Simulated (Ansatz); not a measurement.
**Which is lower?**

Two relaxed structures of CH5AlB, doublet (PBE0-D4/def2-TZVP; forces vanish, vibrations not checked).

A:

```xyz
8
angstrom
B -1.8256 1.0061 -1.0249
Al 0.1808 0.6885 -0.4133
C 0.6250 -0.5791 0.9762
H -2.3472 0.3824 -1.9087
H 1.3817 1.4932 -1.0879
H 1.6416 -0.7670 1.3201
H -2.5374 1.8357 -0.5276
H -0.0995 -1.1915 1.5114
```

B:

B1  (-1.787, 0.615, -1.141)
Al2  (0.132, 0.627, -0.443)
C3  (0.762, -0.712, 0.839)
H4  (-2.903, 0.615, -1.552)
H5  (1.076, 1.782, -1.001)
H6  (1.116, -0.226, 1.754)
H7  (1.612, -1.265, 0.426)
H8  (-0.007, -1.435, 1.118)
(Å)

Computed with Ansatz 0.2.0 (basis: def2-TZVPP); correlated methods freeze the cores; orbitals are unrestricted. B3LYP uses VWN-RPA correlation.

**Question.** Which structure is lower at CCSD(T), and by how much? (An estimate is asked for; the value comes from the calculation.)

**Answer.** By the calculation: B, by 35.0 kJ/mol (electronic energy, against the other). By their contacts, A is CH₅AlB ([BH2][AlH][CH2]) and B is CH₅AlB ([BH][AlH][CH3]).

All methods give the same order:

```
   method  E(B) − E(A) (kJ/mol)
   PBE-D4                 -45.0
r2SCAN-D4                 -36.6
  PBE0-D4                 -39.7
 B3LYP-D4                 -32.0
  wB97M-V                 -34.7
       HF                  -8.1
      MP2                 -41.0
     CCSD                 -31.3
  CCSD(T)                 -35.0
```

The T1 diagnostic stays at or below 0.013. ⟨S²⟩ of the unrestricted Hartree–Fock references: 0.76 (a pure state has 0.75).

Labels in which every atom is bracketed show which atoms are joined, not bond orders.

For scale, one of the runs: CCSD(T)/def2-TZVPP, 174 basis functions, launched by `ansatz run in.yaml --threads 2 --pin off --events-out ev --progress --plain --max-ram 4352MiB`. Time: 89 s of wall clock on 2 CPU threads of an Intel Xeon Platinum 8175M; the host was shared. Peak host memory: 3.5 GiB.
